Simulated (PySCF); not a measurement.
Compound: C₄HNO.
SMILES: `N#CC#CC=O`

The closed-shell ground state was solved at several levels (PySCF, density fitting, gas phase, non-relativistic). Geometry: PBE0-D3(BJ)/def2-SVP; no solvent, vibrations or thermal averaging.

```
              level  basis functions  total energy (Eh)  HOMO (eV)  LUMO (eV)  gap (eV)  dipole (D)
CAM-B3LYP/def2-SVPD              131          -282.5562     -10.51      -2.39      8.12        2.64
      PBE0/pcSseg-1              107          -282.5311      -8.96      -3.45      5.51        2.58
```

**Question.** What might B3LYP/pcJ-1 (172 basis functions) give for the same quantities?

**Answer.** Total energy -282.8996 Eh, HOMO -8.66 eV, LUMO -3.63 eV, gap 5.03 eV, dipole 2.56 D.

**Question.** Over all these levels, which gives the widest orbital gap and which the narrowest?

**Answer.** CAM-B3LYP/def2-SVPD (range-separated hybrid) has the widest, 8.12 eV, and B3LYP/pcJ-1 (global hybrid, 20 % exact exchange) the narrowest, 5.03 eV. Functional and basis both differ between the two, so the spread mixes both effects.

**Question.** How far do the dipole and the HOMO energy spread over the levels?

**Answer.** The dipole runs from 2.56 to 2.64 D (mean 2.59 D) and the HOMO from -10.51 to -8.66 eV.
